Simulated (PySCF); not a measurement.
# TDDFT excited states: C6H10

Species: C6H10.
Atom-mapped SMILES: `[CH2:1]=[C:2]([CH3:3])/[CH:4]=[CH:5]\[CH3:6]` (hydrogens: H7, H8 on C1; H9, H10, H11 on C3; H12 on C4; H13 on C5; H14, H15, H16 on C6)

Computed, not measured: TDDFT wB97X-D/def2-SVPD, vertical, gas phase, core orbitals frozen in the response (PySCF 2.14.0, density-fitted response routines). Isolated species at its PBE0-D3(BJ)/def2-SVP geometry (one conformer only). Torsions of this conformer, `[CH2:1]=[C:2]([CH3:3])/[CH:4]=[CH:5]\[CH3:6]`: C1–C2–C4–C5 179°.

| state | E (eV) | λ (nm) | ν̃ (cm⁻¹) | f | main configurations (H = HOMO, L = LUMO) |
| --- | --- | --- | --- | --- | --- |
| S1 | 5.61 | 221.0 | 45250 | 0.644 | H→L (98%) |
| S2 | 6.45 | 192.2 | 52040 | 0.0001 | H→L+1 (85%), H→L+3 (8%) |
| S3 | 7.15 | 173.5 | 57640 | 0.0034 | H→L+4 (55%), H-1→L (24%), H→L+3 (10%) |
| S4 | 7.21 | 172.0 | 58130 | 0.017 | H-2→L (42%), H→L+2 (18%), H→L+3 (16%) |
| S5 | 7.26 | 170.7 | 58600 | 0.0073 | H-2→L (51%), H→L+3 (21%), H→L+2 (11%) |
| S6 | 7.35 | 168.8 | 59240 | 0.0081 | H→L+2 (50%), H→L+3 (33%) |
| S7 | 7.56 | 164.0 | 60970 | 0.013 | H-1→L (66%), H→L+4 (30%) |
| S8 | 7.94 | 156.1 | 64050 | 0.0007 | H-3→L (85%) |
| S9 | 8.11 | 152.8 | 65450 | 0.0002 | H→L+6 (82%) |
| S10 | 8.20 | 151.2 | 66130 | 0.012 | H→L+5 (46%), H→L+7 (37%) |

Triplets, Tamm–Dancoff:

```csv
state,E (eV),λ (nm),"main configurations (H = HOMO, L = LUMO)"
T1,3.19,389.2,H→L (94%)
T2,4.96,249.9,"H-1→L (57%), H→L+4 (32%)"
T3,6.46,192.1,"H→L+1 (84%), H→L+3 (9%)"
T4,6.90,179.8,H-2→L (92%)
```

The lowest singlet lies at 5.61 eV (221 nm, ultraviolet) and is strong; its leading configuration is HOMO→LUMO (98%). The lowest level is also the most intense of those listed (f = 0.644). Löwdin shares by element: HOMO carbon 82% or more (atoms not listed hold the other 18%); LUMO carbon 78% or more (atoms not listed hold the other 22%). Of the 10 states listed, 4 reach f = 0.01 and 2 stay under 0.0005. Orbital energies (eV): HOMO-3 -11.85, HOMO-2 -11.20, HOMO-1 -10.53, HOMO -8.12, LUMO 1.07, LUMO+1 2.34, LUMO+2 2.97. The listed states span 2.59 eV, and the widest gap between neighbours is 0.84 eV (S1 to S2). All these states lie below the vertical ionisation energy of 8.27 eV (ΔSCF). Only the lowest 10 singlets were computed, as vertical energies without vibronic structure.
